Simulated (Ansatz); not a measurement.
A calculation with Ansatz (development build ahead of 0.2.0).

```yaml
crystal:
  periodic: [false, false, false]
  atoms:
    - { symbol: C, position_ang: [0.0, 0.0, 0.0] }
    - { symbol: C, position_ang: [0.0, 0.85557, 1.26843] }
    - { symbol: C, position_ang: [0.0, 0.0, 2.53685] }
    - { symbol: H, position_ang: [0.0, 0.64836, -0.8762] }
    - { symbol: H, position_ang: [0.88982, -0.62937, -0.01437] }
    - { symbol: H, position_ang: [-0.88982, -0.62937, -0.01437] }
    - { symbol: H, position_ang: [-0.88183, 1.49625, 1.26843] }
    - { symbol: H, position_ang: [0.88183, 1.49625, 1.26843] }
    - { symbol: H, position_ang: [0.0, 0.64836, 3.41306] }
    - { symbol: H, position_ang: [-0.88982, -0.62937, 2.55122] }
    - { symbol: H, position_ang: [0.88982, -0.62937, 2.55122] }
basis:
  gaussian: { orbitals: cc-pVDZ }
hamiltonian:
  xc: hf
correlation:
  method: mp2
  frozen_orbitals: { C: 1, H: 0 }
```

The input is written out in the form of the current development build from the run's settings.

Output:

```yaml
Converged: yes
Reference_energy: -118.27150 hartree
Correlation_energy: -0.44497 hartree
Total_energy: -118.71646 hartree
Spin_squared_of_the_determinant: 0.000
```
